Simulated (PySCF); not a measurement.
**Gas-phase thermal properties of vinylsilane**

Method: PySCF energies (xtb for GFN2) plus ideal-gas RRHO corrections (1 bar). 6-31G* has spherical d functions here. All species are closed-shell singlets. B3LYP is the form with VWN-RPA correlation. The harmonic model lacks anharmonicity and excited electronic states, which grow with temperature; levels with a mode under 35 cm⁻¹ are left out. Internal rotation in vinylsilane is treated as a harmonic vibration of one conformer, which makes the entropy rough.

```tsv
level	point group	σ	ZPE (kJ/mol)	S°298 (J/mol/K)	Cp298 (J/mol/K)	S°1000 (J/mol/K)	H1000 − H298 (kJ/mol)
B3LYP/6-31G*	Cs	1	176.6	285.9	76.1	426.5	87.3
GFN2-xTB	Cs	1	169.1	293.2	81.8	439.1	90.1
HF/6-31G*	Cs	1	188.9	282.8	71.4	417.0	83.6
PBE/def2-SVP	Cs	1	169.7	288.4	78.9	432.8	89.4
PBE0/def2-TZVP	Cs	1	175.4	286.4	76.6	427.7	87.7
```
σ: rotational symmetry number. Electronic degeneracy used: 1. Frequencies are unscaled.
